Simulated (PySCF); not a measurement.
How methods differ on the ionisation energy of Al

Al [Ne] 3s2 3p1 (2P) → Al⁺ [Ne] 3s2 (1S), as a difference of total energies. Calculation: PySCF 2.14, in cc-pVDZ-DK (4s3p1d, 18 functions); the spin-free X2C one-electron Hamiltonian (Gaussian nucleus). Correlated levels: valence: [Ne] frozen. The calculations carry no spin-orbit coupling.

| method | ionisation energy (eV) |
| --- | --- |
| UHF | 5.574 |
| LDA | 6.019 |
| M06-L | 5.869 |
| MP2 (valence) | 5.725 |
| CCSD (valence) | 5.808 |

**Question.** Estimate what SCS-MP2 (valence) gives.

**Answer.** 5.706 eV, closest to MP2 (valence) among the rows shown.

**Question.** Estimate what CCSD(T) (valence) gives.

**Answer.** 5.826 eV, closest to CCSD (valence) among the rows shown.

Errors of the correlated levels include the incompleteness of this basis and the frozen core.

For comparison: 5.977 eV (measured; NIST levels, between the centres of gravity of the two terms).
